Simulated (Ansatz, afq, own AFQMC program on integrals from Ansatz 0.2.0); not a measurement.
**Atomization energy of CH$_{2}$O, singlet**

```xyz
4

C     0.0010    0.0008    0.0012
O     0.6965    0.5477    0.8062
H    -0.5500    0.5605   -0.7970
H    -0.1476   -1.1091   -0.0103
```

Connectivity, by distances: CH2–O.

Atoms in their ground-state spins without spin–orbit coupling (mostly on UHF) minus the molecule (RHF), without zero-point energy. The geometry is a stationary point, not shown to be a minimum.

Basis def2-TZVP. Noble-gas cores (and the filled d shells of Ga–Kr and In–Xe) are frozen. AFQMC by an in-house program on the Cholesky factors that Ansatz 0.2.0 writes for its CCSD(T) run. The CISD trial takes its coefficients from CCSD amplitudes. Released means that phaseless walkers are propagated on without the constraint, phases kept. Error bars are statistical, one sigma. The errors of all members are added in quadrature.

No full CI on the walks' own integrals is used here; CCSDT(Q) serves as the reference and is uncertain by about the last step of the cluster series. Each member takes its own surest rung, up to full CI.

The best estimate is CCSD(T) at the basis-set limit (CBS: def2-TZVPP and def2-QZVPP, with their diffuse functions for anions and beside diffuse sets, CCSD(T) itself extrapolated) plus the step from CCSD(T) to CCSDT(Q) in def2-TZVP. Rows without CBS are in def2-TZVP; B2PLYP and the wave-function rows carry a basis error of their own. Core correlation and relativity beyond core potentials are missing, and ± holds the sampling alone.

```csv
level,atomization energy (eV)
CCSD,15.326
wB97M-V,16.207
B2PLYP,16.047
```

From these cheaper values, estimate the atomization energy at the level of the best estimate.

16.188 eV (best estimate, highest rung CCSDT(Q)).

```csv
level,atomization energy (eV),error against the best estimate (eV)
HF,11.118,-5.070
MP2,16.023,-0.165
CCSD(T),15.629,-0.559
CCSDT,15.614,-0.574
CCSDT(Q),15.639,-0.549
ph-AFQMC/CISD,15.644 ± 0.008,-0.544 ± 0.008
released AFQMC,15.644 ± 0.011,-0.544 ± 0.011
HF/CBS,11.164,-5.024
MP2/CBS,16.612,0.424
CCSD(T)/CBS,16.179,-0.009
PBE,16.717,0.529
r2SCAN,16.166,-0.022
PBE0,16.122,-0.066
B3LYP,16.164,-0.024
```

Correlation beyond CCSD(T) adds 0.009 eV. Going to the basis-set limit adds 0.549 eV at CCSD(T). The perturbative (T) step is worth +0.304 eV. The functionals spread over 0.670 eV; wB97M-V and r2SCAN come nearest and PBE is 0.529 eV too high.

Best estimates are given only where the step beyond CCSD(T) is under 0.3 eV and no member's determinant is very poor (T1 over 0.05, or 0.07 for open shells, ⟨S²⟩ too high by 0.3, two states mixed), so the hardest cases are missing from such tables.

The functionals ran in a triple-zeta set and keep a basis error of their own, a few kJ/mol for each bond in atomization energies and more for double hybrids, so close places among them and the extrapolated levels can swap.

CCSDT and higher add their correlation energy to the determinant of the CCSD(T) run, since their own runs factorise the integrals more tightly (a shift of under 2 meV). Each member of a difference takes its own highest rung, so a best estimate needn't equal the limit plus the step of one row. A walk keeps the symmetry of its determinant, which the program's search chose and which needn't be the lowest solution, so a lower state of the same spin and another symmetry isn't excluded. Released energies are given only where the last usable release times agree within the noise; a slower fall can still hide under it.
